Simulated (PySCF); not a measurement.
Hydrogen methyl disulfide, CH4S2.
Numbering: `[CH3:1][S:2][SH:3]` (hydrogens: H4, H5, H6 on C1; H7 on S3)

Theory: EOM-EE-CCSD/aug-cc-pVDZ in PySCF, restricted Hartree–Fock reference, 11 core orbitals frozen, non-relativistic, gas phase, PBE0-D3(BJ)/def2-SVP geometry.

Question: Give the EOM-CCSD singlets and triplets.

Answer: 
```csv
state,E (eV),Eh,"main singles (HF orbitals, share of the singles part)"
singlet 1,4.82,0.1769,"HOMO→LUMO+4 38 %, HOMO→LUMO+8 21 %, HOMO→LUMO+1 11 %"
singlet 2,5.18,0.1905,"HOMO-1→LUMO+4 42 %, HOMO-1→LUMO+8 15 %, HOMO-1→LUMO+1 9 %"
singlet 3,5.82,0.2138,"HOMO→LUMO 49 %, HOMO→LUMO+1 17 %"
singlet 4,6.01,0.2207,"HOMO-1→LUMO 32 %, HOMO-1→LUMO+1 27 %, HOMO-1→LUMO+15 9 %"
triplet 1,4.18,0.1537,"HOMO→LUMO+4 36 %, HOMO→LUMO+8 22 %, HOMO→LUMO+14 12 %"
triplet 2,4.56,0.1677,"HOMO-1→LUMO+4 37 %, HOMO-1→LUMO+8 19 %, HOMO-1→LUMO+14 12 %"
```

Question: What is the vertical gap between the lowest excited singlet and the lowest triplet?

Answer: 4.82 − 4.18 = 0.64 eV (62 kJ/mol).

The first EOM-IP-CCSD ionisation energy is 9.12 eV, 3.11 eV above the highest singlet listed and 4.30 eV above the lowest.

T1 diagnostic 0.011. EOM-CCSD puts states of mainly double-excitation character too high. An iterative search for so few roots can pass over a low state.

Shape of the structure used: `[CH3:1][S:2][SH:3]`: H–S3–S2–C1 88°.

One conformer stands for the species.
